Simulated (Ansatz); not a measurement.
1T (CdI2-type) PtS2, treated with PBEsol+SOC (Ansatz, an electronic-structure program, PAW).

Run with plane-wave cutoff 520 eV, 12×12×8 k mesh (along the axes of the cell as run), Fermi–Dirac smearing 0.01 eV, PAW data made under PBE.

Starting structure:

```xyz
3
Lattice="3.5400 0.0000 0.0000 -1.7700 3.0657 0.0000 0.0000 0.0000 5.0400" Properties=species:S:1:pos:R:3 pbc="T T T"
Pt     0.0000     0.0000     0.0000
S      0.0000     2.0438     1.1592
S      1.7700     1.0219     3.8808
```

**Question.** Into what structure does the relaxation of cell and atoms lead at this level, with the symmetry of the start kept?

**Answer.** The volume decreases by 2.9 %; final space group P-3m1.
```xyz
3
Lattice="3.5669 0.0000 0.0000 -1.7834 3.0890 0.0000 0.0000 0.0000 4.8189" Properties=species:S:1:pos:R:3 pbc="T T T"
Pt     0.0000     0.0000     0.0000
S      0.0000     2.0593     1.2008
S      1.7834     1.0297     3.6180
```

Note: the cell comes from a level without a dispersion term, which matters for the spacing of layers, chains or molecules.
